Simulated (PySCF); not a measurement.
Gas-phase reaction: B + 3 C3H7 (n-propyl) + B2H6 ⇌ 3 B(CH3)3

Computed with PySCF and rigid-rotor harmonic-oscillator thermochemistry at 1 bar. † marks an energy on the PBE0/def2-TZVP geometry and frequencies; other levels use their own. MP2 and CCSD(T) freeze the core. 6-31G* has spherical d functions here. Open shells (unrestricted): B (multiplicity 2), C3H7 (n-propyl) (multiplicity 2); the rest are closed-shell singlets. Spin-orbit splitting is ignored; it lowers the true energy and changes the entropy of B. B3LYP is the form with VWN-RPA correlation. MP2 isn't extrapolated to the basis-set limit. CCSD(T) isn't extrapolated to the basis-set limit.

| level | ΔH°(298 K), kJ |
|---|---|
| B3LYP/6-31G* | ? |
| B3LYP/def2-TZVP† | -1231 |
| CCSD(T)/def2-SVP† | ? |
| M06-2X/def2-TZVP† | -1270 |
| MP2/def2-SVP† | ? |
| PBE/def2-SVP | -1275 |
| PBE/def2-TZVP† | -1257 |
| PBE0/def2-TZVP | -1249 |
| r2SCAN/def2-TZVP† | -1236 |
| LDA/def2-TZVP† | ? |

Q: Fill in the missing entries.

A: 
- B3LYP/6-31G*, ΔH°(298 K), kJ: -1222
- CCSD(T)/def2-SVP†, ΔH°(298 K), kJ: -1210
- MP2/def2-SVP†, ΔH°(298 K), kJ: -1274
- LDA/def2-TZVP†, ΔH°(298 K), kJ: -1393
